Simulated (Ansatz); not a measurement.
We consider rock-salt LiF, described by HSE06 in Ansatz (plane waves, PAW).

The same calculation (at the measured cell, 8.158 Å³/atom) with different numerical settings:

| run | k mesh | gap on the mesh (eV) | total energy (eV/atom) |
|---|---|---|---|
| 1 | 4×4×4 | 11.410 | -508.0600 |
| 2 | 6×6×6 | 11.408 | -508.0607 |
| 3 | 8×8×8 | 11.408 | -508.0607 |
| 4 | 10×10×10 | 11.408 | -508.0607 |
| 5 | 12×12×12 | 11.408 | -508.0607 |

In the column total energy (eV/atom) the first row differs from the last by +0.0007 and the next to last by 0.0000.

The last row is no converged limit: other settings stay fixed.

Ansatz is an electronic-structure program.
